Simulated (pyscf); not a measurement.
PySCF, gas phase, ωB97X-D3(BJ)/def2-SVP geometries. Correlated levels are frozen-core, on RHF or UHF. ΔMP2 is the change of the MP2 total energy from the triple- to the quadruple-zeta basis.

Q: For the elementary gas-phase step `[OH][Ga]` [singlet] + `[OH2]` → `[OH][GaH][OH]` (singlet surface; H–O broken, Ga–O, Ga–H formed), what barrier and reaction energy does CCSD(T)/def2-TZVPP + ΔMP2(QZVPP) give, measured from the separated reactants?

A: ΔE‡ = 173.8 kJ/mol, ΔE = -70.7 kJ/mol. Zero-point energy shifts the barrier by -5.5 kJ/mol. It is an insertion, with an imaginary mode of 1458i cm⁻¹. On the reactant side the descent ends in a bound adduct, 46.6 kJ/mol under the separated species and 216.9 kJ/mol under the saddle at ωB97X-D3(BJ)/def2-TZVP. This is the saddle that the search found; another between the same sides may lie lower. The CCSD(T) − MP2 part came from Ansatz, without density fitting, on the same reference. The frozen core leaves the outer d or s,p core shells of the metals and heavy elements correlated in the MP2 and CC values, and def2-TZVPP describes them poorly, which can shift differences by a few kcal/mol. Elements up to Kr have no core potential and no relativistic terms here.
